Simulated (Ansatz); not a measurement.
# C2H5FN2: the cost of one run

All numbers are computed with Ansatz 0.2.0 through its Python package. Level of theory: CAM-B3LYP/6-31G*.

## (1) The structure

Bond lengths: N1–C2 1.321 Å, C2–C3 1.311 Å, C3–N4 1.396 Å, C3–F5 1.385 Å, N1–H6 1.065 Å, N1–H7 1.046 Å, C2–H8 1.085 Å, N4–H9 1.077 Å, N4–H10 0.949 Å. Angles: N1–C2–C3 128.5°, N1–C2–H8 115.0°, C3–C2–H8 116.5°, C2–N1–H6 115.0°, C2–N1–H7 115.2°, H6–N1–H7 108.0°, C2–C3–N4 130.9°, C2–C3–F5 117.4°, N4–C3–F5 111.7°, C3–N4–H9 109.4°, C3–N4–H10 117.0°, H9–N4–H10 113.3°.

No structure file is read: the coordinates are typed or built in the script.

## (2) The code

bde_c2h5fn2.py

```python
"""X-H bond energies and deprotonation of C2H5FN2 without relaxation."""

import ansatz as az
from ase import Atoms

BASIS_SET = "6-31G*"
FUNCTIONAL = "CAM-B3LYP"


def energy_of(molecule, charge=0, unpaired=0):
    calc = molecule.calculation().basis(gaussian=BASIS_SET).functional(FUNCTIONAL)
    if charge:
        calc = calc.charge(charge)
    if unpaired:
        calc = calc.spin("collinear", total=unpaired)
    return calc.run(threads=1, pin="off").report["free_energy_ev"]

def without(molecule, index):
    rest = az.Crystal.molecule()
    for i, site in enumerate(molecule.cartesian_sites):
        if i != index:
            rest = rest.atom(site.symbol, site.position_ang)
    return rest

atoms = Atoms(["N", "C", "C", "N", "F", "H", "H", "H", "H", "H"], positions=[
    [-1.5296, -0.3688, -0.2339],
    [-0.283, -0.614, -0.5972],
    [0.8272, -0.2338, -0.0119],
    [1.0399, 0.5836, 1.0999],
    [2.0205, -0.665, -0.5678],
    [-2.2095, -0.2085, -1.0381],
    [-1.649, 0.4131, 0.4508],
    [-0.1759, -1.2267, -1.4863],
    [0.1801, 1.2138, 1.2508],
    [1.8623, 1.055, 1.1366],
])
geometry = az.Crystal.molecule_from_ase(atoms)

whole = energy_of(geometry, 0)
hydrogen = energy_of(az.Crystal.molecule().atom("H", (0, 0, 0)), 0, 1)
print(f"E(molecule) = {whole:.5f} eV, E(H) = {hydrogen:.5f} eV")
for index in [9, 7]:
    radical = energy_of(without(geometry, index), 0, 1)
    print(f"H{index}: homolysis {96.485332 * (radical + hydrogen - whole):.1f} kJ/mol")
    anion = energy_of(without(geometry, index), -1)
    print(f"H{index}: loss of a proton {96.485332 * (anion - whole):.1f} kJ/mol")
```

## (3) The calls as engine input

The package turns the script's settings into the engine's input (first run):

```yaml
crystal:
  periodic: [false, false, false]
  atoms:
    - { symbol: "N", position_ang: [-1.5296, -0.3688, -0.2339] }
    - { symbol: C, position_ang: [-0.283, -0.614, -0.5972] }
    - { symbol: C, position_ang: [0.8272, -0.2338, -0.0119] }
    - { symbol: "N", position_ang: [1.0399, 0.5836, 1.0999] }
    - { symbol: F, position_ang: [2.0205, -0.665, -0.5678] }
    - { symbol: H, position_ang: [-2.2095, -0.2085, -1.0381] }
    - { symbol: H, position_ang: [-1.649, 0.4131, 0.4508] }
    - { symbol: H, position_ang: [-0.1759, -1.2267, -1.4863] }
    - { symbol: H, position_ang: [0.1801, 1.2138, 1.2508] }
    - { symbol: H, position_ang: [1.8623, 1.055, 1.1366] }
basis:
  gaussian:
    orbitals: "6-31G*"
hamiltonian:
  xc: cam_b3lyp
```

## (4) Launch

Launch:

```bash
$ python bde_c2h5fn2.py
```

Q: Estimate wall time and peak memory on 1 thread of Intel Xeon Platinum 8488C (Sapphire Rapids), shared host.

About 23 s, with a peak of 0.3 GiB.
